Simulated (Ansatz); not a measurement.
Species: S$_{2}$ (charge 0, triplet). 
Structure (B3LYP-D3(BJ)/def2-TZVP (Ansatz, a program for electronic structure) minimum search):
```
S
S 1 1.9037
```
Charge 0, spin multiplicity 3.

Parts of the frozen-core correlation energy in cc-pV(D+d)Z (Ansatz, hartree). Frozen orbitals: 10; correlated occupied orbitals by spin: 7 and 5; virtual: 29 and 31. Open shells are spin-unrestricted. Spin-orbit coupling is left out. No relativistic terms.

| term | value |
|---|---|
| reference (HF) | -795.06746 |
| MP2 opposite-spin | … |
| MP2 same-spin | … |
| CCSD correlation | … |
| (T) | -0.01065 |
| CCSDT minus CCSD(T) | -0.00088 |
| T1 diagnostic | 0.015 |
| largest doubles amplitude | 0.091 |
| <S^2> of the reference | 2.035 |

What belongs in the gaps?


- MP2 opposite-spin, value: -0.17203
- MP2 same-spin, value: -0.06951
- CCSD correlation, value: -0.26565
